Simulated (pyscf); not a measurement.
Structures and frequencies: ωB97X-D3(BJ)/def2-SVP in PySCF.

SMILES: [O]=[Mo](=[O])([OH])[OH]
```xyz
7

O      0.1861     1.1004    -0.8707
Mo     0.0283    -0.2502     0.0943
O      1.0001    -0.0710     1.4373
O     -1.7439    -0.4383     0.6516
O      0.5544    -1.7534    -0.8805
H     -2.5046     0.0272     0.2830
H      1.1399    -2.4521    -0.5636
```

Problem. What is the homolytic dissociation enthalpy (298 K, ωB97M-D3(BJ)/def2-TZVP) of the Mo–O bond of `[O]=[Mo](=[O])([OH])[OH]`, to [O=Mo(=O)–OH]• + OH•?

Solution. Mo–O to [O=Mo(=O)–OH]• + OH•: 104.9 kcal/mol. The 7 functionals that were run give +103.3 (M06-2X) to +112.8 kcal/mol (PBE). The radicals are drawn with the spin at the cut bond; how far it spreads was not checked. Other isomers of [O=Mo(=O)–OH]• were not searched in full and may lie lower. Left out: the spin-orbit lowering of OH. Open-shell species with a d-block atom are single-reference here; other states, and whether the spin sits on metal or ligand, were not checked. Elements past Kr carry the def2 core potentials, without spin-orbit coupling.
